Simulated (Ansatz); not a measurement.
Geometry optimisation, RKS B3LYP/def2-SVP in Ansatz.

The input (input.yaml):

```yaml
crystal:
  periodic: [false, false, false]
  atoms:
    - { symbol: Si, position_ang: [-0.074691, 0.040625, -1.036238] }
    - { symbol: H, position_ang: [1.1722, -0.001168, 1.316391] }
    - { symbol: H, position_ang: [1.754002, 0.03938, 0.89508] }
    - { symbol: H, position_ang: [-0.796983, 1.034014, -0.112628] }
    - { symbol: Cl, position_ang: [-1.163327, -1.659551, -0.431804] }
basis:
  gaussian: { orbitals: def2-SVP }
hamiltonian:
  xc: b3lyp
relax:
  f_tol: 0.03
  max_steps: 50
output:
  orbitals: {}
```

Run as:

```bash
$ ansatz run input.yaml --threads 1 --pin off --max-ram 2048MiB --backend cpu --events-out ev --progress --plain --runs-dir out
```

Task: Where does it end, and by what steps?

Result: The forces met the threshold. After 8 steps the energy has fallen by 0.044 eV; H2 moved furthest, 0.18 Å.

```csv
step,energy less start (eV),largest force component (eV/Å),accepted
0,0.0000,1.406,yes
1,-0.0293,0.616,yes
2,0.0139,1.460,no
3,-0.0344,0.142,yes
4,-0.0411,0.089,yes
5,-0.0422,0.037,yes
6,-0.0433,0.040,yes
7,-0.0439,0.031,yes
8,-0.0443,0.014,yes
```

```xyz
5
Properties=species:S:1:pos:R:3
Si -0.030 0.020 -0.988
H 1.175 0.175 1.341
H 1.684 -0.055 0.816
H -0.744 0.988 -0.033
Cl -1.195 -1.674 -0.505
```

Whether the end is a true minimum wasn't checked by a vibrational analysis.

Time of the run: 8 s on 1 thread of Intel(R) Xeon(R) Platinum 8488C (Sapphire Rapids), on a shared host, peak memory 0.12 GiB.
